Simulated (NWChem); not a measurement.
Spin states of P (+1)

```xyz
1

P      0.0000     0.0000     0.0000
```
Charge +1, spin multiplicity 3.

Program: NWChem.

Basis set: def2-TZVP. The gap is E(triplet) − E(singlet), so a negative value puts the higher spin lower. Open shells are unrestricted, coupled cluster uses restricted open-shell references, and the singlet is the closed-shell solution. The triplet is the single determinant that the SCF runs reached, with unpaired electrons in orbitals of symmetry b2u and b3u (D2h labels); it need not be the lowest triplet, which in molecules with degenerate π orbitals can need several determinants. Where the lowest singlet needs several determinants, the single determinant used here isn't a pure state and places it wrongly.

| method | vertical singlet-triplet gap (kcal/mol) | relative cost | remark | difference from CCSD(T) |
|---|---|---|---|---|
| MP2 | -40.1 | under 3 | - | -12.3 |
| B3LYP | -36.5 | 1 | - | -8.6 |
| CCSD(T) | -27.8 | 4 | large amplitudes | 0.0 |
| B2PLYP | -37.2 | under 3 | - | -9.4 |
| CR-CCSD(T) | -28.5 | 4 | large amplitudes | -0.6 |
| PBE0 | -40.7 | under 3 | - | -12.9 |
| HF | -50.4 | under 3 | - | -22.5 |

The values span 22.5 kcal/mol, from HF (lowest) to CCSD(T) (highest). Relative cost: rough, from shared machines, SCF included, B3LYP = 1.

The correlated methods keep 5 core orbitals frozen. B3LYP has NWChem's definition, with VWN1-RPA local correlation. The stability of the SCF solutions was not checked. Open-shell Hartree-Fock references start from PBE0 orbitals; any time given for them includes that run. Differences from the coupled-cluster row are differences between methods, not errors against experiment.
